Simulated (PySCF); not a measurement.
Electric field gradients and quadrupole coupling constants

Species: C4H7OP.
Z-matrix (Å and degrees, GFN2-xTB geometry), rows numbered from 1:
```
O 
P   1  1.4629
C   2  1.8379  1  118.94
C   3  1.4971  2  102.70  1  -148.92
C   4  1.3240  3  117.05  2    16.94
C   5  1.4971  4  117.04  3     0.23
H   2  1.3961  1  114.34  3   123.37
H   3  1.0909  2  113.45  1    88.78
H   3  1.0956  2  108.21  1   -30.88
H   4  1.0785  3  119.52  2  -163.92
H   5  1.0785  4  123.47  3   179.17
H   6  1.0957  2  108.29  1    30.88
H   6  1.0908  2  113.36  1   -88.74
```

Field gradients from the PBE0/pcSseg-1 density (PySCF, non-relativistic), principal values in atomic units, ordered |Vxx| ≤ |Vyy| ≤ |Vzz|:

```tsv
atom	Vxx	Vyy	Vzz
O1	-0.3596	-0.4796	0.8392
```

Question: Find the asymmetry η = (Vxx − Vyy)/Vzz and the couplings χ = eQV/h (234.96 MHz × Q in barn × V in au), with Q(17O) = −0.0256 b.

Answer: 
```csv
atom,environment,nucleus,η,χzz (MHz),χxx (MHz),χyy (MHz)
O1,phosphoryl oxygen,17O,0.14,-5.05,2.16,2.88
```

The tensor is traceless: Vxx + Vyy + Vzz = 0.

Question: What is Vzz at O1 in SI units (1 au = 9.71736 × 10²¹ V/m²)?

Answer: 0.8392 au = 8.155 × 10²¹ V/m².

Were the hydrogens deuterons (Q(2H) = 0.00286 b), χzz would run from 125 kHz (H7) to 223 kHz (H11 and H10).

The structure is a single GFN2-xTB conformer in the gas phase; no vibrational or solvent corrections. GFN2-xTB bond lengths can be off by several hundredths of an ångström, more for odd bonds, and the gradients follow them. The small basis limits the accuracy of the gradients.
